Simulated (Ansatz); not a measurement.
Si(CCH)H3 (C2H4Si), relaxed as a singlet with RKS PBE0-D4/def2-TZVP in Ansatz, starting from the GFN2-xTB geometry. Force threshold 0.02 eV/Å.

Start:

Cartesian coordinates in Å:
```
Si 0.9041 -0.4759 0.3827
C -0.6311 0.3313 -0.2559
C -1.6245 0.8549 -0.6850
H -2.4950 1.3132 -1.0591
H 1.5154 -1.2215 -0.7201
H 0.5262 -1.3764 1.4740
H 1.8048 0.5743 0.8633
```

| step | energy (eV) | largest force component (eV/Å) | SCF passes |
| --- | --- | --- | --- |
| 1 | -10009.7371 | 0.973 | 14 |
| 2 | -10009.7574 | 0.366 | 21 |
| 3 | -10009.7601 | 0.038 | 21 |
| 4 | -10009.7601 | 0.011 | 21 |

Force components are those of the run's own axes.

End:

```xyz
7

Si    0.885   -0.466    0.374
C    -0.628    0.330   -0.258
C    -1.626    0.856   -0.686
H    -2.509    1.320   -1.061
H     1.530   -1.231   -0.721
H     0.531   -1.385    1.483
H     1.818    0.576    0.869
```

By distances, no bond broke or formed. The bond that changes most is Si1–C2, from 1.85 to 1.82 Å (atoms count from 1).

No frequencies were taken in this run, so the end may be a saddle point.

It took 1.5 s on 4 threads of Intel Xeon 6975P-C on a shared host.
